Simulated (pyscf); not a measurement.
A first-order saddle from PySCF, ωB97X-D3(BJ)/def2-SVP:

```
C
H 1 1.0976
H 1 1.0976 2 113.14
H 1 1.0976 2 113.14 3 -130.34
H 1 1.3422 2 105.49 4 -114.83
C 5 1.3422 3 147.11 1 -180.00
H 6 1.0975 5 105.49 3 -61.19
H 6 1.0975 7 113.14 5 114.83
H 6 1.0975 7 113.14 8 130.34
```
Charge 0, spin multiplicity 2.

Surface: doublet, charge 0. Lowest wavenumbers (cm⁻¹): 1776i, 39, 327, 327, 517.

Q: What reaction is this the transition state of?

A: CH₄ (SMILES C) + CH₃• (SMILES [CH3]) <-> CH₃• (SMILES [CH3]) + CH₄ (SMILES C), a hydrogen abstraction read from left to right: C–H broken and C–H formed. At CCSD(T)/def2-TZVPP + ΔMP2(QZVPP) it lies +17.9 kcal/mol from the left side and +17.9 kcal/mol from the right (each side as separated species at their lowest minima found). One saddle was located; it need not be the lowest between these sides. The angle at the transferred H is 180°. The CCSD(T) − MP2 part came from Ansatz, without density fitting, on the same reference.
